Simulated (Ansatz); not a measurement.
System: corundum (α-Al2O3). Method: PBE-D3(BJ) (plane waves, PAW; Ansatz, a quantum-chemistry and plane-wave program).

Numerical settings: plane-wave cutoff 520 eV, 8×8×8 k mesh, Fermi–Dirac smearing 0.01 eV, scalar-relativistic PAW data made under PBE.

Shape and atoms are relaxed at each volume.

The direct gap at Γ against volume; x = 100 ln(V/8.599 Å³). One gap is withheld.

```tsv
V (Å³/atom)	x	gap (eV)
8.255	-4.08	?
8.427	-2.02	6.321
8.599	0.00	6.075
8.771	1.98	5.837
8.943	3.92	5.606
```

Fit a straight line to the rows shown, give the volume deformation potential and predict the withheld gap.

Means of the 4 rows: x̄ = 0.970, ȳ = 5.9597 eV. Σ(x − x̄)(y − ȳ) = -2.3595 and Σ(x − x̄)² = 19.604, so the slope is -0.1204 eV per unit of x, and dE_g/d ln V = -12.0 eV. At x = -4.08: 5.9597 + (-0.1204) × (-4.08 − (0.970)) = 6.568 eV. The run gives 6.575 eV, 0.007 eV above the line, as the curve bends the same way over all rows.

Note: the bulk modulus comes from volumes at which shape and atoms were relaxed.
